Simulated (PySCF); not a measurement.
# CH5NSi: the cost of one run

Computed with PySCF 2.14.0, with density-fitted response routines of our own, on a single molecule in the gas phase. Atoms count from 0, in the outputs and in this text.

## 1. Starting geometry

8 atoms, charge 0, multiplicity 1; geometry from: GFN2-xTB. The atoms were then displaced at random by about 0.01 Å, so the start is not that level's minimum.

Bonds of the start (Å): N0–C1 1.27, C1–Si2 1.91, N0–H3 1.04, C1–H4 1.10, Si2–H5 1.46, Si2–H6 1.45, Si2–H7 1.44.

## 2. Relaxing the molecule at PBE0-D3(BJ)/def2-SVP

The job: settings as JSON, then the geometry in Å.

```
{"job": {"xc": "PBE0", "basis": "def2-SVP", "d3": "d3bj", "grid": 1, "shake": 0.01, "kind": "geom"}, "charge": 0, "multiplicity": 1}
N      1.564370    -0.181750    -0.678000
C      0.727310     0.143140     0.225980
Si    -1.147200    -0.101790    -0.055980
H      2.566510    -0.000070    -0.481020
H      1.051330     0.551900     1.189780
H     -1.607850    -0.995180     1.004970
H     -1.755560     1.207730     0.122170
H     -1.343770    -0.643120    -1.380390
```

Started as:

```console
OMP_NUM_THREADS=1 python probes_run.py task.json out
```

One launch serves the whole session: the jobs run in the order shown.

Q: Estimate the wall time and peak memory of this first job on 1 thread of Arm Neoverse V1, shared host.

About 9.6 s, with a peak of 0.31 GiB.
